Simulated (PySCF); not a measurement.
From one molecule to another.

First species: C3H5FS.
SMILES: `C=C(F)SC`

Second species: C₃H₅FS.
Structure used (PBE0-D3(BJ)/def2-SVP), in Å, numbered top down from 1:
```xyz
10
C3H5FS angstrom
C      1.214   -0.028    0.233
C     -0.029    0.316   -0.537
S     -1.138    1.622    0.111
C     -1.340   -0.156   -0.049
F     -1.356   -0.900    1.076
H      1.585   -1.019   -0.076
H      1.011   -0.051    1.311
H      2.008    0.708    0.040
H      0.089    0.353   -1.627
H     -2.106   -0.498   -0.755
```

Levels: CAM-B3LYP/def2-SVPD for dipole moment, HOMO energy, LUMO energy, HOMO–LUMO gap, static isotropic polarisability and electronic spatial extent ⟨r²⟩ about the centre of nuclear charge; TDDFT CAM-B3LYP/def2-SVPD for lowest singlet excitation; TDA CAM-B3LYP/def2-SVPD for lowest triplet excitation (Tamm–Dancoff); ΔSCF CAM-B3LYP/def2-SVPD for vertical ionisation energy; PBE0-D3(BJ)/def2-SVP for rotational constant A and rotational constant C. Geometries: PBE0-D3(BJ)/def2-SVP. Each structure is a single optimised conformer of the isolated species, non-relativistic unless stated. Electronic properties by PySCF.

Dipoles, sizes and rotational constants follow the conformer. The torsions of the flexible species, by atom-mapped SMILES:
- `[CH2:1]=[C:2]([F:3])[S:4][CH3:5]`: C1–C2–S4–C5 -142°

(1) Which of the two has the higher dipole moment, and by how much?

(2) Which has the higher rotational constant C?

(3) Which of the two has the higher vertical ionisation energy, and by how much?

(4) Which of the two has the higher HOMO energy, and by how much?

(5) Which has the higher S1 energy?

(6) Which of the two has the higher LUMO energy, and by how much?

(7) Which of the two has the higher static isotropic polarisability, and by how much?

(8) Which has the higher rotational constant A?

Results:

(1) The second: 2.13 D against 1.10 D, a difference of 1.03 D.

(2) The second: 2.719 GHz against 2.354 GHz, a difference of 0.365 GHz.

(3) The second: 9.39 eV against 8.88 eV, a difference of 0.51 eV.

(4) The first: -7.98 eV against -8.41 eV, a difference of 0.43 eV.

(5) The first: 5.39 eV against 5.04 eV, a difference of 0.35 eV.

(6) The second: 0.81 eV against 0.76 eV, a difference of 0.05 eV.

(7) The first: 60.9 au against 56.6 au, a difference of 4.3 au.

(8) The first: 6.794 GHz against 4.825 GHz, a difference of 1.969 GHz.

On the first: S1 lies 3.35 eV below the HOMO–LUMO gap; its leading configuration is HOMO→LUMO, weight 0.79. The principal polarisabilities are 46.6, 53.8 and 82.5 au; their mean is the isotropic value.

On the second: The dipole matches unit charges of opposite sign 0.44 Å apart (1 e·Å = 4.8032 D). The polarisability is 8.38 Å³ as a volume (1 au = 0.148185 Å³), or 1.18 au for each of the 48 electrons.
